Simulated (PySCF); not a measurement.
One entry of a table of gas-phase calculations, keyed by method. Lists by class give the value and the number of equivalent atoms.

```json
{
 "formula": "C5H9F",
 "smiles": "CC(C)=CCF",
 "charge": 0,
 "multiplicity": 1,
 "geometry_level": "PBE0-D3(BJ)/def2-SVP",
 "atoms_angstrom": [
  ["C", -1.597, -0.969, 0.535],
  ["C", -0.43, -0.124, 0.117],
  ["C", -0.791, 1.265, -0.321],
  ["C", 0.818, -0.618, 0.142],
  ["C", 2.077, 0.066, -0.259],
  ["F", 3.032, -0.073, 0.725],
  ["H", -2.326, -1.068, -0.287],
  ["H", -2.137, -0.5, 1.375],
  ["H", -1.287, -1.977, 0.842],
  ["H", -1.433, 1.232, -1.217],
  ["H", 0.078, 1.892, -0.555],
  ["H", -1.377, 1.772, 0.463],
  ["H", 0.96, -1.653, 0.476],
  ["H", 2.485, -0.386, -1.182],
  ["H", 1.928, 1.141, -0.45]
 ],
 "electronic_structure_code": "PySCF",
 "results": {
  "PBE0-D3(BJ)/def2-SVP geometry optimisation, gas phase": {
   "point_group": "C1",
   "rotational_constants_GHz": [7.042, 1.813, 1.543]
  },
  "CAM-B3LYP/def2-SVPD ground state, ΔSCF and vertical TDDFT (core frozen in the response)": {
   "dipole_D": 2.52,
   "homo_eV": -8.5,
   "lumo_eV": 1.19,
   "S1_eV": 6.84,
   "strongest_line_of_10_singlets_eV": 6.97,
   "T1_tda_eV": 4.23,
   "polarisability_au": 65.0,
   "vertical_ip_eV": 9.31,
   "r2_bohr2_about_centre_of_nuclear_charge": 782.7,
   "singlets_eV_and_f": [
    [6.84, 0.041],
    [6.97, 0.46],
    [7.64, 0.003],
    [7.88, 0.015],
    [8.0, 0.005],
    [8.44, 0.011],
    [8.51, 0.01],
    [8.7, 0.006],
    [8.78, 0.016],
    [9.08, 0.014]
   ],
   "triplets_tda_eV": [4.23, 6.73, 7.56, 7.6]
  },
  "HF/pcSseg-2 ground state and GIAO shieldings, non-relativistic": {
   "shift_vs_computed_TMS_C_by_class_ppm": [
    [148.9, 1],
    [129.9, 1],
    [73.9, 1],
    [26.4, 1],
    [18.1, 1]
   ],
   "shift_vs_computed_TMS_H_by_class_ppm": [
    [5.6, 1],
    [4.62, 2],
    [1.79, 3],
    [1.71, 3]
   ],
   "shielding_other_nuclei_by_class_ppm": [
    ["F", 437.3, 1]
   ]
  },
  "B3LYP/pcJ-1 indirect spin-spin coupling, non-relativistic, gas phase; spin–dipole term left out for some pairs": {
   "largest_one_bond_couplings_by_class_Hz": [
    ["19F–13C", -228.0, 1],
    ["13C–1H", 161.7, 1],
    ["13C–1H", 151.7, 2],
    ["13C–1H", 132.8, 3],
    ["13C–1H", 132.7, 3],
    ["13C–13C", 79.5, 1],
    ["13C–13C", 53.8, 1],
    ["13C–13C", 45.5, 1]
   ]
  },
  "delta-SCF UKS SCAN, pcX-2 on the ionised atom, pcseg-1 elsewhere, spin-free X2C": {
   "core_binding_eV": [
    ["C1s", 290.04, 1],
    ["C1s", 290.67, 1],
    ["C1s", 290.83, 1],
    ["C1s", 290.91, 1],
    ["C1s", 292.86, 1],
    ["F1s", 691.93, 1]
   ]
  }
 }
}
```

The principal polarisabilities are 50.7, 61.7 and 82.5 au; their mean is the isotropic value. The rotational constants make it an asymmetric top with κ = (2B − A − C)/(A − C) = -0.90, nearer the prolate limit (−1). The vertical singlet–triplet gap S1 − T1 is 2.61 eV (TDDFT singlet less Tamm–Dancoff triplet). The dipole equals about 8.4 × 10⁻³⁰ C·m (1 D = 3.33564 × 10⁻³⁰ C·m).

 NMR classes are plain means over equivalent atoms (diastereotopic ones count apart unless rotation or inversion swaps them), as if these changed places fast; in this geometry the members of some classes differ.

For the geometry optimisation (PBE0-D3(BJ)/def2-SVP), hardware: Arm Neoverse V1, one thread, shared host with 64 logical CPUs at a one-minute load of 15. Cost: 55 s wall, 0.53 GiB resident at most.

Shape of the structure used: `[CH3:1][C:2]([CH3:3])=[CH:4][CH2:5][F:6]`: C2–C4–C5–F6 131°.

One conformer stands for the species.
